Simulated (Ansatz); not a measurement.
# H₃S+ (triplet): wave-function methods side by side at distance S1–H3 = 2.785 Å, cc-pVDZ

How much of the correlation energy of H₃S+ (triplet) does each wave-function method recover here?

The runs use Ansatz 0.2.0, Gaussian basis; cc-pVDZ, core rule «outside noble gas», up to 5 orbitals frozen.

To be run: UHF; CCSD(T) on ROHF; CCSD(T) on UHF; BCCD(T) on ROHF; CISD; CCSDT(Q) on ROHF; CCSDT(Q) on UHF; CASSCF and MRCISD+Q, 4 electrons in 4 orbitals; CASSCF and NEVPT2, 4 electrons in 4 orbitals; CASSCF and MRCISD+Q, 8 electrons in 7 orbitals; CASSCF and NEVPT2, 8 electrons in 7 orbitals.

23 further runs of the same task are left out: 1 for a mislabelled method, 16 that didn't finish, 6 set aside as unsound or not needed.

## (1) What is computed

The geometry derives from a PBE0/def2-TZVP stationary point (not a proven minimum). One bond is set to the value named and the two fragments are kept rigid.

4 atoms, charge 1, spin multiplicity 3.

Atoms are counted from 1 here; the program's logs count them from 0.

Bond lengths: S1–H2 1.357 Å, S1–H4 1.520 Å. Angles: H2–S1–H4 89.9°.

Geometry (Å):

```xyz
4
H3S
S     0.00000   -0.03915   -0.03633
H     0.00000    1.31833   -0.03633
H     0.00000   -0.03565    2.74866
H     0.00000   -0.03724   -1.55646
```

## (2) UHF

The input, in.yaml:

```yaml
crystal:
  periodic: [false, false, false]
  atoms:
    - {symbol: S, position_ang: [0.000000, -0.039150, -0.036334]}
    - {symbol: H, position_ang: [0.000000, 1.318330, -0.036334]}
    - {symbol: H, position_ang: [0.000000, -0.035648, 2.748664]}
    - {symbol: H, position_ang: [0.000000, -0.037239, -1.556461]}
basis:
  gaussian: {orbitals: cc-pVDZ}
total_charge: 1
magnetization: {spin_polarized: true, initial_magnetization: 2}
hamiltonian: {xc: hf}
output: {orbitals: {seedname: orbitals}}
```

The run is started by

```bash
$ ansatz run in.yaml --threads 1 --pin off --events-out ev --progress --plain --max-ram 2393MiB
```

After this run come: CCSD(T) on ROHF; CCSD(T) on UHF; BCCD(T) on ROHF; CISD; CCSDT(Q) on ROHF; CCSDT(Q) on UHF; CASSCF and MRCISD+Q, 4 electrons in 4 orbitals; CASSCF and NEVPT2, 4 electrons in 4 orbitals; CASSCF and MRCISD+Q, 8 electrons in 7 orbitals; CASSCF and NEVPT2, 8 electrons in 7 orbitals.

**Question.** What will the summary of the whole plan be? Wanted: UCCSDT(Q) below the RHF energy; RMP2 from UCCSDT(Q); UMP2 from UCCSDT(Q); RCCSD from UCCSDT(Q); RCCSD(T) from UCCSDT(Q); UCCSD(T) from UCCSDT(Q); RCCSDT(Q) from UCCSDT(Q); NEVPT2 pair from UCCSDT(Q); MRCISD+Q pair from UCCSDT(Q).

**Answer**, as computed:

| quantity | value |
| --- | --- |
| UCCSDT(Q) below the RHF energy | -4.1700 eV |
| RMP2 from UCCSDT(Q) | +805.6 meV |
| UMP2 from UCCSDT(Q) | +816.2 meV |
| RCCSD from UCCSDT(Q) | +107.9 meV |
| RCCSD(T) from UCCSDT(Q) | +20.8 meV |
| UCCSD(T) from UCCSDT(Q) | +20.6 meV |
| RCCSDT(Q) from UCCSDT(Q) | +0.3 meV |
| NEVPT2 pair from UCCSDT(Q) | +697.6 meV |
| MRCISD+Q pair from UCCSDT(Q) | -18.6 meV |
| NEVPT2 valence from UCCSDT(Q) | +645.7 meV |
| levels within 1 kcal/mol (43 meV) | RCCSD(T), UCCSD(T), BCCD(T), RCCSDT, UCCSDT, RCCSDT(Q), MRCISD+Q pair, MRCISD+Q valence |
| T1 diagnostic | 0.016 |
| effectively unpaired electrons | 2.02 |

In words: RCCSD(T) misses by +20.8 meV, 0.5 % of the correlation energy. One determinant dominates. Of the multireference levels listed MRCISD+Q valence comes nearest in total energy (-14.8 meV), which doesn't show that its space is the better one. These misses are within one basis, not against nature; the frozen cores of restricted and unrestricted runs differ, which can shift their rows.
